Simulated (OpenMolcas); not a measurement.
# One shape, several levels: NH+ (SMILES [NH+])

Wanted: a comparison of 6 runs (UHF/6-311G, UB3LYP/6-311G, UM06-2X/6-311G, UPBE/6-311G, ROMP2/6-311G, ROCCSD(T)/6-311G) of NH+. 

The results are computed with OpenMolcas 26.06.

**1. Starting point**

NH+ has 2 atoms, charge +1, and is taken as a doublet. As SMILES, `[NH+]`. The N1–H2 distance was set to 2.185 Å, away from the relaxed value.

**2. A single-point energy at UHF/6-311G (run 1)**

Contents of run.inp:

```
>>> EXPORT MOLCAS_PRINT=2

&GATEWAY
 BasLib = $CurrDir
 Coord
 2
 angstrom
 N        0.000000       0.000000      -1.092650
 H        0.000000       0.000000       1.092650
 Basis = 6-311G
 Group = NoSym

&SEWARD

&SCF
 UHF
 Charge = 1
 Spin = 2
 Thresholds = 1e-10 1e-07 1e-07 1e-05
 PrOrbitals = 1 1
```

The basis set 6-311G is read from a file made from the Basis Set Exchange's data (not shown).

Launch:

```sh
$ export MOLCAS_MEM=1860
$ pymolcas run.inp > run.log
```

Log:

```text
--- Start Module: gateway ---
[...]
--- Stop Module: gateway /rc=_RC_ALL_IS_WELL_ ---
--- Start Module: seward ---
[...]
      Basis functions           16
--- Stop Module: seward /rc=_RC_ALL_IS_WELL_ ---
--- Start Module: scf ---
[...]
       Convergence after  22 Iterations
[...]
::    Total SCF energy                                -54.3915402345
[...]
      Total spin, S                                     0.8567653614
[...]
      Total electronic charge=    7.000000
      Total            charge=    1.000000
[...]
      Dipole Moment (debye):
      Origin of the operator (angstrom)=    0.0000    0.0000   -0.9459
                   X= -2.2019E-16               Y=  3.7040E-16               Z=  7.0020E-01           Total=  7.0020E-01
      Center of Charge (angstrom)
[...]
--- Stop Module: scf /rc=_RC_ALL_IS_WELL_ ---
[...]
```

Wall time 2 s (1 thread of Intel Xeon Platinum 8488C (Sapphire Rapids), shared host); peak memory 0.37 GiB.

**3. A single-point energy at UB3LYP/6-311G (run 2)**

Contents of run.inp:

```
* HN Kohn-Sham DFT
&GATEWAY
BasLib
$CurrDir
Coord
2
angstrom
N        0.000000       0.000000      -1.092650
H        0.000000       0.000000       1.092650
Basis
6-311G
Group
NoSym
&SEWARD
GridInput
Grid=UltraFine
End of Grid
&SCF
UHF
Charge
1
Spin
2
KSDFT
B3LYP
Thresholds
1e-10 1e-07 1e-07 1e-05
PrOrbitals
1 1
```

The basis set 6-311G is read from a file made from the Basis Set Exchange's data (not shown).

Launch:

```sh
$ export MOLCAS_MEM=1860
$ pymolcas run.inp > run.log
```

Log:

```text
--- Start Module: gateway ---
[...]
--- Stop Module: gateway /rc=_RC_ALL_IS_WELL_ ---
--- Start Module: seward ---
[...]
      Basis functions           16
--- Stop Module: seward /rc=_RC_ALL_IS_WELL_ ---
--- Start Module: scf ---
[...]
       Convergence after  22 Iterations
[...]
::    Total KS-DFT energy                             -54.6204642369
[...]
      Total spin, S                                     0.6855876330
[...]
      Total electronic charge=    7.000000
      Total            charge=    1.000000
[...]
      Dipole Moment (debye):
      Origin of the operator (angstrom)=    0.0000    0.0000   -0.9459
                   X= -2.7514E-16               Y= -9.5350E-17               Z=  3.6024E+00           Total=  3.6024E+00
      Center of Charge (angstrom)
[...]
--- Stop Module: scf /rc=_RC_ALL_IS_WELL_ ---
[...]
```

Run time: 6 s. Hardware: 1 thread of Intel Xeon Platinum 8488C (Sapphire Rapids), shared host; peak memory 0.37 GiB.

Runs 3 to 4 aren't shown in full; the table further down has their settings and results.

**4. The energy at ROMP2/6-311G (run 5)**

Contents of run.input:

```
&GATEWAY
BASLIB=$CurrDir
COORD
2
angstrom
N        0.000000       0.000000      -1.092650
H        0.000000       0.000000       1.092650
BASIS=6-311G
GROUP=NoSym
&SEWARD
&SCF
UHF
CHARGE=1
SPIN=2
THRESHOLDS=1e-10 1e-07 1e-07 1e-05
PRORBITALS=1 1
&RASSCF
FILEORB=$Project.UnaOrb
SPIN=2
NACTEL=1 0 0
INACTIVE=3
RAS2=1
OUTORBITALS=Canonical
ORBLISTING=Nothing
&CASPT2
IPEA=0.0
FROZEN=1
```

The basis set 6-311G is read from a file made from the Basis Set Exchange's data (not shown).

Launch:

```sh
$ export MOLCAS_MEM=1860
$ pymolcas run.input > run.log
```

Log:

```text
--- Start Module: gateway ---
[...]
--- Stop Module: gateway /rc=_RC_ALL_IS_WELL_ ---
[...]
      Basis functions           16
[...]
       Convergence after  22 Iterations
[...]
::    Total SCF energy                                -54.3915402345
[...]
      Total spin, S                                     0.8567653614
[...]
--- Start Module: rasscf ---
[...]
      Number of active orbitals                  1
[...]
      Spin quantum number                      0.5
[...]
      Active orbitals                            1
[...]
      Number of CSFs                             1
[...]
      Number of root(s) required                 1
[...]
      Convergence after 10 iterations
[...]
      printout of CI-coefficients larger than  0.05 for root  1
      energy=     -54.333780
      conf/sym  1     Coeff  Weight
             1  u   1.00000 1.00000
      Natural orbitals and occupation numbers for root  1
      sym 1:   1.000000
      ************************************************************************************************************************
      *                                                    Final results                                                     *
[...]
::    RASSCF root number  1 Total energy:    -54.33377953
[...]
      Total electronic charge=    7.000000
      Total            charge=    1.000000
[...]
      Dipole Moment (debye):
      Origin of the operator (angstrom)=    0.0000    0.0000   -0.9459
                   X= -6.5740E-14               Y=  1.6097E-13               Z=  6.1652E+00           Total=  6.1652E+00
      Center of Charge (angstrom)
[...]
--- Stop Module: rasscf /rc=_RC_ALL_IS_WELL_ ---
--- Start Module: caspt2 ---
[...]
 ###    WARNING: User changed nr of frozen orbitals.                         ###
 ###############################################################################
[...]
      E2 (Variational):          -0.0758396053
      Total energy:             -54.4096191357
[...]
      Reference weight:           0.95264
[...]
::    CASPT2 Root  1     Total energy:    -54.40961914
[...]
--- Stop Module: caspt2 /rc=_RC_ALL_IS_WELL_ ---
[...]
```

Run time: 3.6 s. Hardware: 1 thread of Intel Xeon Platinum 8488C (Sapphire Rapids), shared host; peak memory 0.37 GiB.

**5. The energy at ROCCSD(T)/6-311G (run 6)**

Contents of run.inp:

```
* HN CCSD(T)

&GATEWAY
  BasLib=$CurrDir
  Coord
  2
  angstrom
  N        0.000000       0.000000      -1.092650
  H        0.000000       0.000000       1.092650
  Basis=6-311G
  Group=NoSym

&SEWARD

&SCF
  UHF
  Charge=1
  Spin=2
  Thresholds=1e-10 1e-07 1e-07 1e-05
  PrOrbitals=1 1

&RASSCF
  FileOrb=$Project.UnaOrb
  Spin=2
  Nactel=1 0 0
  Inactive=3
  Ras2=1
  OutOrbitals=Canonical
  OrbListing=Nothing

&MOTRA
  JobIph
  Frozen=1

&CCSDT
  CCT
  Triples=3
  Iterations=80
  Accuracy=1e-08
  Extrapolation=5 4
```

The basis set 6-311G is read from a file made from the Basis Set Exchange's data (not shown).

Launch:

```sh
$ export MOLCAS_MEM=1860
$ pymolcas run.inp > run.log
```

Log:

```text
--- Start Module: gateway ---
[...]
--- Stop Module: gateway /rc=_RC_ALL_IS_WELL_ ---
[...]
      Basis functions           16
[...]
       Convergence after  22 Iterations
[...]
::    Total SCF energy                                -54.3915402345
[...]
      Total spin, S                                     0.8567653614
[...]
      Number of active orbitals                  1
[...]
      Spin quantum number                      0.5
[...]
      Active orbitals                            1
[...]
      Number of CSFs                             1
[...]
      Number of root(s) required                 1
[...]
      Convergence after 10 iterations
[...]
      printout of CI-coefficients larger than  0.05 for root  1
      energy=     -54.333780
      conf/sym  1     Coeff  Weight
             1  u   1.00000 1.00000
      Natural orbitals and occupation numbers for root  1
      sym 1:   1.000000
      ************************************************************************************************************************
      *                                                    Final results                                                     *
[...]
::    RASSCF root number  1 Total energy:    -54.33377953
[...]
      Total electronic charge=    7.000000
      Total            charge=    1.000000
[...]
      Dipole Moment (debye):
      Origin of the operator (angstrom)=    0.0000    0.0000   -0.9459
                   X= -6.5740E-14               Y=  1.6097E-13               Z=  6.1652E+00           Total=  6.1652E+00
      Center of Charge (angstrom)
[...]
--- Start Module: motra ---
[...]
      *** WARNING: Default frozen orbitals is overwritten by user input.
      *** Default values:   1
[...]
--- Stop Module: motra /rc=_RC_ALL_IS_WELL_ ---
--- Start Module: ccsdt ---
[...]
      Convergence after                    28  Iterations
      Total energy (diff) :     -54.44861773       0.00000000
[...]
 METHOD                       : CCSD+T(CCSD)+<T3(1)WT1>+<T3(1)UT2> = CCSD(T)
[...]
       CCSD     =       -54.4486177275125
[...]
--- Stop Module: ccsdt /rc=_RC_ALL_IS_WELL_ ---
[...]
```

Wall time 3.6 s (1 thread of Intel Xeon Platinum 8488C (Sapphire Rapids), shared host); peak memory 0.37 GiB.

**6. All runs side by side**

```csv
run,level,integration grid,frozen core orbitals,energy (Eh),HOMO energy (eV),LUMO energy (eV),⟨S²⟩,wall time
1,UHF/6-311G,–,–,-54.391540,-20.28,-11.92,1.591,2 s
2,UB3LYP/6-311G,UltraFine,–,-54.620464,-17.84,-16.63,1.156,6 s
3,UM06-2X/6-311G,UltraFine,–,-54.591071,-18.65,-14.63,1.230,17 s
4,UPBE/6-311G,UltraFine,–,-54.571554,-17.85,-16.77,1.752,4.8 s
5,ROMP2/6-311G,–,1,-54.409619,–,–,–,3.6 s
6,ROCCSD(T)/6-311G,–,1,-54.453521,–,–,–,3.6 s
```

**7. Outcome**

```
             quantity         value
  run 6: total energy  -54.45352 Eh
run 6: (T) correction     -4.90 mEh
```

In words: Totals of different functionals can't be ranked against each other. Spin contamination of the reference: run 4 ⟨S²⟩ = 1.75, run 1 ⟨S²⟩ = 1.59, run 3 ⟨S²⟩ = 1.23, run 2 ⟨S²⟩ = 1.16. Where it is this large, the reference is a mixture of spin states, and values that rest on it are in doubt. All runs together took 38 s, the longest 17 s.
